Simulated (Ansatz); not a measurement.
# BH2Cl + NH3: a complex and its separated parts, part 1 of 2

The complex below is one end of an elementary step. How strongly is it bound against its free parts?

Program: Ansatz 0.2.0, Gaussian basis. Level of theory: PBE0-D4/def2-TZVP structures, single points in def2-TZVPP, no counterpoise correction. These are calculated values, not measurements.

Levels: SPW92, PBE-D4, BLYP-D4, r2SCAN-D4, B97M-V, PBE0-D4, B3LYP-D4, r2SCAN0-D4, BHLYP-D4, CAM-B3LYP-D4, wB97X-V, wB97M-V, B2PLYP, PBE-QIDH, RPA on PBE, Hartree-Fock, MP2, CCSD, CCSD(T).

Correlated methods freeze the cores. B3LYP uses VWN-RPA correlation. B2PLYP carries no dispersion term here.

94 further runs of the same task are left out: 94 set aside as unsound or not needed.

**1. Where the work starts**

The complex: 8 atoms, charge 0, spin multiplicity 1.

Atoms are counted from 1 here; the program's logs count them from 0.

Bond lengths: B1–Cl2 1.855 Å, B1–H3 1.204 Å, B1–H4 1.204 Å, B1–N6 1.623 Å, H5–N6 1.017 Å, N6–H7 1.017 Å, N6–H8 1.016 Å. Angles: Cl2–B1–H3 112.1°, Cl2–B1–H4 112.1°, Cl2–B1–N6 103.6°, H3–B1–H4 115.4°, H3–B1–N6 106.3°, H4–B1–N6 106.3°, B1–N6–H5 110.0°, B1–N6–H7 110.0°, B1–N6–H8 111.4°, H5–N6–H7 107.6°, H5–N6–H8 108.9°, H7–N6–H8 108.9°.

Geometry (Å):

```xyz
8

B    -0.5289   -0.4887   -0.3721
Cl    0.2224   -0.3919   -2.0659
H    -1.6254    0.0081   -0.3347
H    -0.4471   -1.5953    0.0963
H     0.4375    1.4046    0.1530
N     0.4325    0.4598    0.5280
H     1.3874    0.1123    0.5004
H     0.1215    0.4911    1.4951
```

Its parts: BH2Cl holds atoms 1, 2, 3, 4; NH3 holds atoms 5, 6, 7, 8. Each part counts its atoms afresh in its own runs.

**2. Relaxing BH2Cl alone**

File relax-a/in.yaml:

```yaml
crystal:
  periodic: [false, false, false]
  atoms:
    - {symbol: B, position_ang: [-0.528915, -0.488742, -0.372125]}
    - {symbol: Cl, position_ang: [0.222435, -0.391913, -2.065915]}
    - {symbol: H, position_ang: [-1.625405, 0.008111, -0.334719]}
    - {symbol: H, position_ang: [-0.447109, -1.595265, 0.096328]}
basis:
  gaussian: {orbitals: def2-TZVP}
hamiltonian: {xc: pbe0, dispersion: d4}
relax: {f_tol: 0.005, max_steps: 200}
```

The run is started by

```sh
$ ansatz run in.yaml --threads 2 --pin off --events-out ev --progress --plain --max-ram 4352MiB
```

The program printed (excerpt; [...] marks lines left out):

```text
Functional definition: PBE0
  name "PBE0"
  cite "Adamo & Barone, J. Chem. Phys. 110, 6158 (1999) doi:10.1063/1.478522"
  cite "Perdew, Burke & Ernzerhof, Phys. Rev. Lett. 77, 3865 (1996) doi:10.1103/PhysRevLett.77.3865"
  parent pbe
[...]
525 factors; their error is unknown
[...]
mean field -13226.57106956 eV, -486.0675215145 hartree, gradient 1.1e-5 eV, S^2 0.000000; 0 other end points of the search recorded, 0 dependent functions left out
[...]
reference -13226.57109516 eV, -486.0675224554 hartree; 12, 12 occupied and 68, 68 virtual orbitals, 525 factors
[...]
525 factors; their error is unknown
[...]
mean field -13227.31709088 eV, -486.0949372922 hartree, gradient 1.2e-5 eV, S^2 0.000000; 1 other end points of the search recorded, 0 dependent functions left out
[...]
reference -13227.31711622 eV, -486.0949382234 hartree; 12, 12 occupied and 68, 68 virtual orbitals, 525 factors
Total energy: -13227.35006547 eV, -486.0961490861 hartree
Atom 0 at    -0.675154    -0.641748    -0.541544 Å, force    -0.000084    -0.000036     0.000096 eV/Å
Atom 1 at     0.236748    -0.360523    -1.988249 Å, force     0.000261     0.000083    -0.000406 eV/Å
Atom 2 at    -1.577835     0.093943    -0.295566 Å, force     0.000242    -0.000473     0.000276 eV/Å
Atom 3 at    -0.362753    -1.559481     0.148928 Å, force    -0.000419     0.000427     0.000034 eV/Å
Dipole moment:    -0.058749    -0.018117     0.093205 e Å
```

Run time: 3.1 s. Hardware: 2 threads of Intel Xeon 6975P-C, shared host.

Relaxation path:

| step | energy from step 1 (eV) | largest force component (eV/Å) |
| --- | --- | --- |
| 1 | 0.0000 | 3.3378 |
| 2 | -0.6132 | 1.5018 |
| 3 | -0.7111 | 0.6343 |
| 4 | -0.7349 | 0.5231 |
| 5 | -0.7444 | 0.2039 |
| 6 | -0.7461 | 0.0060 |
| 7 | -0.7461 | 0.0005 |

Distances of close pairs at the start and the end, largest changes first:

| bond | before (Å) | after (Å) | change (Å) |
| --- | --- | --- | --- |
| B1–Cl2 | 1.855 | 1.733 | -0.122 |
| B1–H3 | 1.204 | 1.190 | -0.014 |
| B1–H4 | 1.204 | 1.190 | -0.014 |

**3. Relaxing NH3 alone**

File relax-b/in.yaml:

```yaml
crystal:
  periodic: [false, false, false]
  atoms:
    - {symbol: H, position_ang: [0.437534, 1.404609, 0.153036]}
    - {symbol: N, position_ang: [0.432467, 0.459768, 0.528013]}
    - {symbol: H, position_ang: [1.387389, 0.112290, 0.500428]}
    - {symbol: H, position_ang: [0.121503, 0.491143, 1.495055]}
basis:
  gaussian: {orbitals: def2-TZVP}
hamiltonian: {xc: pbe0, dispersion: d4}
relax: {f_tol: 0.005, max_steps: 200}
```

The run is started by

```sh
$ ansatz run in.yaml --threads 2 --pin off --events-out ev --progress --plain --max-ram 4352MiB
```

The program printed (excerpt; [...] marks lines left out):

```text
[... 5 set-up lines as earlier in the session ...]
[...]
287 factors; their error is unknown
[...]
mean field -1537.79392359 eV, -56.5128843377 hartree, gradient 4.2e-6 eV, S^2 0.000000; 0 other end points of the search recorded, 0 dependent functions left out
[...]
Total energy: -1537.80844354 eV, -56.5134179363 hartree
Atom 0 at     0.438611     1.400660     0.164795 Å, force    -0.000010     0.000154    -0.000041 eV/Å
Atom 1 at     0.425113     0.451329     0.516758 Å, force    -0.000050    -0.000119    -0.000307 eV/Å
Atom 2 at     1.381264     0.118141     0.509546 Å, force     0.000147    -0.000060     0.000016 eV/Å
Atom 3 at     0.133905     0.497679     1.485433 Å, force    -0.000087     0.000025     0.000333 eV/Å
Dipole moment:     0.212226     0.207238     0.190662 e Å
```

It took 0.9 s on 2 threads of Intel Xeon 6975P-C, shared host.

Along the way:

| step | energy from step 1 (eV) | largest force component (eV/Å) |
| --- | --- | --- |
| 1 | 0.0000 | 0.2208 |
| 2 | -0.0046 | 0.0924 |
| 3 | -0.0054 | 0.0220 |
| 4 | -0.0054 | 0.0090 |
| 5 | -0.0054 | 0.0003 |

Distances of close pairs at the start and the end, largest changes first:

| bond | before (Å) | after (Å) | change (Å) |
| --- | --- | --- | --- |
| N2–H3 | 1.017 | 1.013 | -0.004 |
| H1–N2 | 1.017 | 1.013 | -0.004 |
| N2–H4 | 1.016 | 1.013 | -0.004 |

**4. SPW92/def2-TZVPP**

File parta/in.yaml:

```yaml
crystal:
  periodic: [false, false, false]
  atoms:
    - {symbol: B, position_ang: [-0.675154, -0.641748, -0.541544]}
    - {symbol: Cl, position_ang: [0.236748, -0.360523, -1.988249]}
    - {symbol: H, position_ang: [-1.577835, 0.093943, -0.295566]}
    - {symbol: H, position_ang: [-0.362753, -1.559481, 0.148928]}
basis:
  gaussian: {orbitals: def2-TZVPP}
hamiltonian: {xc: lda}
```

File partb/in.yaml:

```yaml
crystal:
  periodic: [false, false, false]
  atoms:
    - {symbol: H, position_ang: [0.438611, 1.400660, 0.164795]}
    - {symbol: N, position_ang: [0.425113, 0.451329, 0.516758]}
    - {symbol: H, position_ang: [1.381264, 0.118141, 0.509546]}
    - {symbol: H, position_ang: [0.133905, 0.497679, 1.485433]}
basis:
  gaussian: {orbitals: def2-TZVPP}
hamiltonian: {xc: lda}
```

The same command starts each run, in its folder.

The run is started by

```sh
$ ansatz run in.yaml --threads 2 --pin off --events-out ev --progress --plain --max-ram 4352MiB
```

Output in parta (excerpt; [...] marks lines left out):

```text
Functional definition: SPW92
  name "SPW92"
  cite "Dirac, Proc. Camb. Phil. Soc. 26, 376 (1930) doi:10.1017/S0305004100016108"
  cite "Slater, Phys. Rev. 81, 385 (1951) doi:10.1103/PhysRev.81.385"
  cite "Perdew & Wang, Phys. Rev. B 45, 13244 (1992) doi:10.1103/PhysRevB.45.13244"
[...]
581 factors; their error is unknown
[...]
mean field -13183.52660454 eV, -484.4856666016 hartree, gradient 4.9e-5 eV, S^2 0.000000; 0 other end points of the search recorded, 0 dependent functions left out
reference -13183.52663573 eV, -484.4856677476 hartree; 12, 12 occupied and 89, 89 virtual orbitals, 581 factors
Total energy: -13183.52663573 eV, -484.4856677476 hartree
```

Log of partb (excerpt; [...] marks lines left out):

```text
[... 5 set-up lines as earlier in the session ...]
[...]
332 factors; their error is unknown
[...]
mean field -1526.58937801 eV, -56.1011248826 hartree, gradient 8.6e-5 eV, S^2 0.000000; 0 other end points of the search recorded, 0 dependent functions left out
reference -1526.58939742 eV, -56.1011255955 hartree; 5, 5 occupied and 68, 68 virtual orbitals, 332 factors
Total energy: -1526.58939742 eV, -56.1011255955 hartree
```

Times: 0.25 s (parta), 0.15 s (partb) on 2 threads of Intel Xeon 6975P-C, shared host.

**5. PBE-D4/def2-TZVPP**

Each input of step 4 (parta, partb) changes in the same lines:

```diff
-hamiltonian: {xc: lda}
+hamiltonian: {xc: pbe, dispersion: d4}
```

One command serves all of them, each in its own folder.

The run is started by

```sh
$ ansatz run in.yaml --threads 2 --pin off --events-out ev --progress --plain --max-ram 4352MiB
```

parta printed (excerpt; [...] marks lines left out):

```text
Functional definition: PBE
  name "PBE"
[... 2 set-up lines as earlier in the session ...]
[...]
581 factors; their error is unknown
[...]
mean field -13226.05562451 eV, -486.0485792583 hartree, gradient 9.3e-6 eV, S^2 0.000000; 0 other end points of the search recorded, 0 dependent functions left out
reference -13226.05565778 eV, -486.0485804808 hartree; 12, 12 occupied and 89, 89 virtual orbitals, 581 factors
Total energy: -13226.09576027 eV, -486.0500542201 hartree
```

Output in partb (excerpt; [...] marks lines left out):

```text
[... 4 set-up lines as earlier in the session ...]
[...]
332 factors; their error is unknown
[...]
mean field -1537.73152177 eV, -56.5105911132 hartree, gradient 6.0e-5 eV, S^2 0.000000; 0 other end points of the search recorded, 0 dependent functions left out
reference -1537.73154212 eV, -56.5105918610 hartree; 5, 5 occupied and 68, 68 virtual orbitals, 332 factors
Total energy: -1537.74292001 eV, -56.5110099909 hartree
```

Times: 0.3 s (parta), 0.2 s (partb) on 2 threads of Intel Xeon 6975P-C, shared host.

**6. BLYP-D4/def2-TZVPP**

Each input of step 5 (parta, partb) changes in the same lines:

```diff
-hamiltonian: {xc: pbe, dispersion: d4}
+hamiltonian: {xc: {name: BLYP}, dispersion: d4}
```

The same command starts each run, in its folder.

The run is started by

```sh
$ ansatz run in.yaml --threads 2 --pin off --events-out ev --progress --plain --max-ram 4352MiB
```

Log of parta (excerpt; [...] marks lines left out):

```text
Functional definition: BLYP
  name "BLYP"
  cite "Becke, Phys. Rev. A 38, 3098 (1988) doi:10.1103/PhysRevA.38.3098"
  cite "Lee, Yang & Parr, Phys. Rev. B 37, 785 (1988) doi:10.1103/PhysRevB.37.785"
[...]
581 factors; their error is unknown
[...]
mean field -13232.02702799 eV, -486.2680242887 hartree, gradient 1.1e-5 eV, S^2 0.000000; 0 other end points of the search recorded, 0 dependent functions left out
reference -13232.02730380 eV, -486.2680344244 hartree; 12, 12 occupied and 89, 89 virtual orbitals, 581 factors
Total energy: -13232.11981120 eV, -486.2714340087 hartree
```

Output in partb (excerpt; [...] marks lines left out):

```text
[... 4 set-up lines as earlier in the session ...]
[...]
332 factors; their error is unknown
[...]
mean field -1539.10791054 eV, -56.5611724676 hartree, gradient 5.7e-5 eV, S^2 0.000000; 0 other end points of the search recorded, 0 dependent functions left out
reference -1539.10809612 eV, -56.5611792874 hartree; 5, 5 occupied and 68, 68 virtual orbitals, 332 factors
Total energy: -1539.13554533 eV, -56.5621880274 hartree
```

Wall times: 0.35 s (parta), 0.25 s (partb) on 2 threads of Intel Xeon 6975P-C, shared host.

**7. r2SCAN-D4/def2-TZVPP**

The same edit goes into each in.yaml of step 6 (parta, partb):

```diff
-hamiltonian: {xc: {name: BLYP}, dispersion: d4}
+hamiltonian: {xc: r2scan, dispersion: d4}
```

The same command starts each run, in its folder.

The run is started by

```sh
$ ansatz run in.yaml --threads 2 --pin off --events-out ev --progress --plain --max-ram 4352MiB
```

parta printed (excerpt; [...] marks lines left out):

```text
Functional definition: r2SCAN
  name "r2SCAN"
  cite "Furness, Kaplan, Ning, Perdew & Sun, J. Phys. Chem. Lett. 11, 8208 (2020) doi:10.1021/acs.jpclett.0c02405"
  cite "Furness, Kaplan, Ning, Perdew & Sun, J. Phys. Chem. Lett. 11, 9248 (2020) doi:10.1021/acs.jpclett.0c03077"
  parent r2scan
[...]
581 factors; their error is unknown
[...]
mean field -13231.13922610 eV, -486.2353981707 hartree, gradient 9.1e-6 eV, S^2 0.000000; 0 other end points of the search recorded, 0 dependent functions left out
reference -13231.13923550 eV, -486.2353985162 hartree; 12, 12 occupied and 89, 89 virtual orbitals, 581 factors
Total energy: -13231.14793028 eV, -486.2357180435 hartree
```

Output in partb (excerpt; [...] marks lines left out):

```text
[... 5 set-up lines as earlier in the session ...]
[...]
332 factors; their error is unknown
[...]
mean field -1538.76470308 eV, -56.5485598259 hartree, gradient 3.2e-5 eV, S^2 0.000000; 0 other end points of the search recorded, 0 dependent functions left out
reference -1538.76470953 eV, -56.5485600632 hartree; 5, 5 occupied and 68, 68 virtual orbitals, 332 factors
Total energy: -1538.76742248 eV, -56.5486597620 hartree
```

Wall times: 0.7 s (parta), 0.35 s (partb) on 2 threads of Intel Xeon 6975P-C, shared host.

**8. B97M-V/def2-TZVPP**

Each input of step 7 (parta, partb) changes in the same lines:

```diff
-hamiltonian: {xc: r2scan, dispersion: d4}
+hamiltonian: {xc: {name: B97M-V}}
```

Each run has its own folder and the same command.

The run is started by

```sh
$ ansatz run in.yaml --threads 2 --pin off --events-out ev --progress --plain --max-ram 4352MiB
```

parta printed (excerpt; [...] marks lines left out):

```text
Functional definition: B97M-V
  name "B97M-V"
  cite "Mardirossian & Head-Gordon, J. Chem. Phys. 142, 074111 (2015) doi:10.1063/1.4907719"
  cite "Becke, J. Chem. Phys. 107, 8554 (1997) doi:10.1063/1.475007"
  cite "Vydrov & Van Voorhis, J. Chem. Phys. 133, 244103 (2010) doi:10.1063/1.3521275"
  # Of w^i u^j: cxij and so on, Table III.
[...]
  gx(w, u) = cx00 + cx01*u + cx02*u^2 + (cx10 + cx11*u)*w
[...]
  gos(w, u) = cos00 + cos01*u + cos03*u^3 + cos10*w + cos32*w^3*u^2
[...]
      + integral(e_c_pw_mod_opposite_spin*gos(b97_w_opposite, b97_u_opposite)) + vv10(b, c)
581 factors; their error is unknown
[...]
mean field -13229.55975368 eV, -486.1773536302 hartree, gradient 8.2e-5 eV, S^2 0.000000; 0 other end points of the search recorded, 0 dependent functions left out
reference -13229.55980099 eV, -486.1773553686 hartree; 12, 12 occupied and 89, 89 virtual orbitals, 581 factors
Total energy: -13229.55980099 eV, -486.1773553686 hartree
```

Log of partb (excerpt; [...] marks lines left out):

```text
[... 5 set-up lines as earlier in the session ...]
  # Of w^i u^j: cxij and so on, Table III.
[...]
  gx(w, u) = cx00 + cx01*u + cx02*u^2 + (cx10 + cx11*u)*w
[...]
  gos(w, u) = cos00 + cos01*u + cos03*u^3 + cos10*w + cos32*w^3*u^2
[...]
      + integral(e_c_pw_mod_opposite_spin*gos(b97_w_opposite, b97_u_opposite)) + vv10(b, c)
332 factors; their error is unknown
[...]
mean field -1539.38744329 eV, -56.5714451067 hartree, gradient 4.5e-5 eV, S^2 0.000000; 0 other end points of the search recorded, 0 dependent functions left out
reference -1539.38747612 eV, -56.5714463129 hartree; 5, 5 occupied and 68, 68 virtual orbitals, 332 factors
Total energy: -1539.38747612 eV, -56.5714463129 hartree
```

They took 1.2 s (parta), 0.6 s (partb) on 2 threads of Intel Xeon 6975P-C, shared host.

**9. PBE0-D4/def2-TZVPP**

The same edit goes into each in.yaml of step 8 (parta, partb):

```diff
-hamiltonian: {xc: {name: B97M-V}}
+hamiltonian: {xc: pbe0, dispersion: d4}
+output: {orbitals: {seedname: orbitals}}
```

Each run has its own folder and the same command.

The run is started by

```sh
$ ansatz run in.yaml --threads 2 --pin off --events-out ev --progress --plain --max-ram 4352MiB
```

Output in parta (excerpt; [...] marks lines left out):

```text
[... 5 set-up lines as earlier in the session ...]
[...]
612 factors; their error is unknown
[...]
mean field -13227.32739129 eV, -486.0953158255 hartree, gradient 5.6e-5 eV, S^2 0.000000; 0 other end points of the search recorded, 0 dependent functions left out
reference -13227.32741654 eV, -486.0953167531 hartree; 12, 12 occupied and 89, 89 virtual orbitals, 612 factors
Total energy: -13227.36036579 eV, -486.0965276158 hartree
```

partb printed (excerpt; [...] marks lines left out):

```text
[... 5 set-up lines as earlier in the session ...]
[...]
332 factors; their error is unknown
[...]
mean field -1537.87184220 eV, -56.5157477939 hartree, gradient 1.2e-5 eV, S^2 0.000000; 0 other end points of the search recorded, 0 dependent functions left out
reference -1537.87185812 eV, -56.5157483788 hartree; 5, 5 occupied and 68, 68 virtual orbitals, 332 factors
Total energy: -1537.88097384 eV, -56.5160833755 hartree
```

Times: 0.35 s (parta), 0.2 s (partb) on 2 threads of Intel Xeon 6975P-C, shared host.

**10. B3LYP-D4/def2-TZVPP**

The same edit goes into each in.yaml of step 9 (parta, partb):

```diff
-hamiltonian: {xc: pbe0, dispersion: d4}
-output: {orbitals: {seedname: orbitals}}
+hamiltonian: {xc: {name: B3LYP}, dispersion: d4}
```

Each run has its own folder and the same command.

The run is started by

```sh
$ ansatz run in.yaml --threads 2 --pin off --events-out ev --progress --plain --max-ram 4352MiB
```

parta printed (excerpt; [...] marks lines left out):

```text
Functional definition: B3LYP
  name "B3LYP"
  cite "Stephens, Devlin, Chabalowski & Frisch, J. Phys. Chem. 98, 11623 (1994) doi:10.1021/j100096a001"
[... 2 set-up lines as earlier in the session ...]
  cite "Vosko, Wilk & Nusair, Can. J. Phys. 58, 1200 (1980) doi:10.1139/p80-159"
[...]
600 factors; their error is unknown
[...]
mean field -13233.20213072 eV, -486.3112085175 hartree, gradient 4.2e-5 eV, S^2 0.000000; 0 other end points of the search recorded, 0 dependent functions left out
reference -13233.20233888 eV, -486.3112161670 hartree; 12, 12 occupied and 89, 89 virtual orbitals, 600 factors
Total energy: -13233.26817296 eV, -486.3136355250 hartree
```

partb printed (excerpt; [...] marks lines left out):

```text
[... 6 set-up lines as earlier in the session ...]
[...]
332 factors; their error is unknown
[...]
mean field -1539.85469663 eV, -56.5886163500 hartree, gradient 1.4e-5 eV, S^2 0.000000; 0 other end points of the search recorded, 0 dependent functions left out
reference -1539.85483624 eV, -56.5886214808 hartree; 5, 5 occupied and 68, 68 virtual orbitals, 332 factors
Total energy: -1539.87289700 eV, -56.5892852013 hartree
```

Times: 0.4 s (parta), 0.25 s (partb) on 2 threads of Intel Xeon 6975P-C, shared host.

**11. r2SCAN0-D4/def2-TZVPP**

The same edit goes into each in.yaml of step 10 (parta, partb):

```diff
-hamiltonian: {xc: {name: B3LYP}, dispersion: d4}
+hamiltonian: {xc: {name: r2SCAN0}, dispersion: d4}
```

One command serves all of them, each in its own folder.

The run is started by

```sh
$ ansatz run in.yaml --threads 2 --pin off --events-out ev --progress --plain --max-ram 4352MiB
```

parta printed (excerpt; [...] marks lines left out):

```text
Functional definition: r2SCAN0
  name "r2SCAN0"
  cite "Bursch, Neugebauer, Ehlert & Grimme, J. Chem. Phys. 156, 134105 (2022) doi:10.1063/5.0086040"
[... 3 set-up lines as earlier in the session ...]
[...]
612 factors; their error is unknown
[...]
mean field -13231.05630108 eV, -486.2323507324 hartree, gradient 2.4e-5 eV, S^2 0.000000; 0 other end points of the search recorded, 0 dependent functions left out
reference -13231.05630852 eV, -486.2323510059 hartree; 12, 12 occupied and 89, 89 virtual orbitals, 612 factors
Total energy: -13231.06660961 eV, -486.2327295639 hartree
```

Output in partb (excerpt; [...] marks lines left out):

```text
[... 6 set-up lines as earlier in the session ...]
[...]
332 factors; their error is unknown
[...]
mean field -1538.56925132 eV, -56.5413771064 hartree, gradient 3.6e-5 eV, S^2 0.000000; 0 other end points of the search recorded, 0 dependent functions left out
reference -1538.56925641 eV, -56.5413772933 hartree; 5, 5 occupied and 68, 68 virtual orbitals, 332 factors
Total energy: -1538.57225771 eV, -56.5414875892 hartree
```

Times: 0.65 s (parta), 0.35 s (partb) on 2 threads of Intel Xeon 6975P-C, shared host.

**12. BHLYP-D4/def2-TZVPP**

Each input of step 11 (parta, partb) changes in the same lines:

```diff
-hamiltonian: {xc: {name: r2SCAN0}, dispersion: d4}
+hamiltonian: {xc: {name: BHLYP}, dispersion: d4}
```

Each run has its own folder and the same command.

The run is started by

```sh
$ ansatz run in.yaml --threads 2 --pin off --events-out ev --progress --plain --max-ram 4352MiB
```

parta printed (excerpt; [...] marks lines left out):

```text
Functional definition: BHLYP
  name "BHLYP"
  cite "Becke, J. Chem. Phys. 98, 1372 (1993) doi:10.1063/1.464304"
[... 2 set-up lines as earlier in the session ...]
[...]
671 factors; their error is unknown
[...]
mean field -13232.25574357 eV, -486.2764294311 hartree, gradient 3.2e-5 eV, S^2 0.000000; 0 other end points of the search recorded, 0 dependent functions left out
reference -13232.25588648 eV, -486.2764346830 hartree; 12, 12 occupied and 89, 89 virtual orbitals, 671 factors
Total energy: -13232.30476463 eV, -486.2782309219 hartree
```

Output in partb (excerpt; [...] marks lines left out):

```text
[... 5 set-up lines as earlier in the session ...]
[...]
346 factors; their error is unknown
[...]
mean field -1538.73563267 eV, -56.5474915083 hartree, gradient 7.6e-5 eV, S^2 0.000000; 0 other end points of the search recorded, 0 dependent functions left out
reference -1538.73572932 eV, -56.5474950600 hartree; 5, 5 occupied and 68, 68 virtual orbitals, 346 factors
Total energy: -1538.74642943 eV, -56.5478882818 hartree
```

Wall times: 0.4 s (parta), 0.2 s (partb) on 2 threads of Intel Xeon 6975P-C, shared host.

(Continued in part 2 of 2.)
